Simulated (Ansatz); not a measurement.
# Molecular dynamics, step by step

CClO (SMILES [Cl-].[C-]#[O+]) (charge -1), closed shell, r2SCAN-D4/def2-SVP (Ansatz 0.2.0). Settings (timestep in fs, temperature in K, friction in 1/fs; T counts 9 degrees of freedom, while the starting velocities carry no drift of the centre of mass, so T starts below the set value):

```yaml
hamiltonian: {xc: r2scan, dispersion: d4}
md: {n_steps: 60, timestep: 1.0, temperature: 200, ensemble: nvt_langevin, seed: 239, friction: 0.01, initial_velocities: maxwell_boltzmann}
```

Start (the SMILES describes the start alone):

```csv
atom,x (Å),y (Å),z (Å)
Cl1,0.2264,-0.0084,-2.0291
C2,0.4257,-0.0156,0.8406
O3,-0.6521,0.0240,1.1885
```

```
step  time (fs)  potential energy less the start (meV)  kinetic energy (meV)  T (K)
   0       0.00                                    0.0                  51.7    133
   4       4.00                                  -16.9                  81.8    211
   8       8.00                                   -9.4                  82.2    212
  12      12.00                                  -24.8                  82.0    212
  16      16.00                                  -20.3                  61.3    158
  20      20.00                                  -40.0                  79.9    206
  24      24.00                                  -26.4                  65.1    168
  28      28.00                                  -52.7                  85.1    219
  32      32.00                                  -40.5                  75.3    194
  36      36.00                                  -63.2                 104.6    270
  40      40.00                                  -46.7                  80.5    208
  44      44.00                                  -68.1                  94.8    245
  48      48.00                                  -52.7                  59.2    153
  52      52.00                                  -62.3                  83.1    214
  56      56.00                                  -50.1                  67.3    174
  60      60.00                                  -57.1                  74.5    192
```

Step 28, positions (Å) and forces (eV/Å):

```
atom       x       y       z      Fx      Fy      Fz
 Cl1   0.266  -0.006  -1.938   0.035   0.014   0.181
  C2   0.401   0.119   0.769  -0.525  -0.111  -0.087
  O3  -0.682  -0.090   1.122   0.490   0.097  -0.094
```

Step 48, positions (Å) and forces (eV/Å):

| atom | x | y | z | Fx | Fy | Fz |
| --- | --- | --- | --- | --- | --- | --- |
| Cl1 | 0.296 | 0.022 | -1.856 | -0.031 | -0.015 | -0.109 |
| C2 | 0.336 | 0.183 | 0.679 | 1.642 | 0.449 | -0.428 |
| O3 | -0.700 | -0.093 | 1.071 | -1.611 | -0.433 | 0.537 |

Step 52, positions (Å) and forces (eV/Å):

| atom | x | y | z | Fx | Fy | Fz |
| --- | --- | --- | --- | --- | --- | --- |
| Cl1 | 0.304 | 0.027 | -1.844 | -0.035 | -0.018 | -0.103 |
| C2 | 0.330 | 0.204 | 0.660 | -0.283 | -0.067 | 0.308 |
| O3 | -0.718 | -0.093 | 1.067 | 0.318 | 0.085 | -0.205 |

Last step (60):

| atom | x (Å) | y (Å) | z (Å) |
| --- | --- | --- | --- |
| Cl1 | 0.3295 | 0.0383 | -1.8202 |
| C2 | 0.3040 | 0.2361 | 0.6481 |
| O3 | -0.7353 | -0.0901 | 1.0432 |

Hardware: 2 CPU threads of an Intel Xeon Platinum 8375C, shared host. Wall time about 53 s.
